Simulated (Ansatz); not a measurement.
For wurtzite ZnO, PBE-D4 (plane waves, PAW; Ansatz, a quantum-chemistry and plane-wave program) gives:

equilibrium lattice constant a: 3.252 Å
c axis length: 5.251 Å
bulk modulus: 136 GPa
cohesive energy: 3.77 eV/atom
band gap: 0.78 eV

What does r²SCAN-D4 in Ansatz (plane waves, PAW) give for the same quantities?


- lattice constant a: 3.226 Å (falls by 0.8 %)
- lattice parameter c: 5.195 Å (falls by 1.1 %)
- bulk modulus: 153 GPa (increases by 12 %)
- cohesive energy: 3.89 eV/atom (increases by 0.12 eV/atom)
- band gap: 1.25 eV (rises by 0.47 eV)

For comparison: lattice constant a 3.248 Å (measured, 4 K, zero-point motion not removed; as tabulated in arXiv:1206.3780); lattice parameter c 5.204 Å (measured, 4 K, zero-point motion not removed; as tabulated in arXiv:1206.3780); bulk modulus 143 GPa (measured, temperature not stated, not corrected to a static lattice; as tabulated in Toher et al. (2017), arXiv:1611.05714); cohesive energy 3.8 ± 0.03 eV/atom (worked out here from tabulated enthalpies at 298 K, copied from a table, unchecked, brought to a static lattice with a Debye model, atoms in their spin–orbit ground levels; inputs from the CRC Handbook); band gap 3.6 eV (measured, zero-point renormalisation of 0.16 eV added back here (the table's ZPR column); inputs from Chen et al. (2018), doi:10.1103/physrevmaterials.2.073803).

Changes are worked out from the printed values.

Unless a cell is named, each level is at its own relaxed cell (PBE-D4 12.02, r²SCAN-D4 11.71 Å³/atom).

Density-functional gaps are differences of (generalised) Kohn–Sham levels.

Ansatz's density-functional and Hartree–Fock values are scalar-relativistic unless marked +SOC, with PAW data made under PBE.
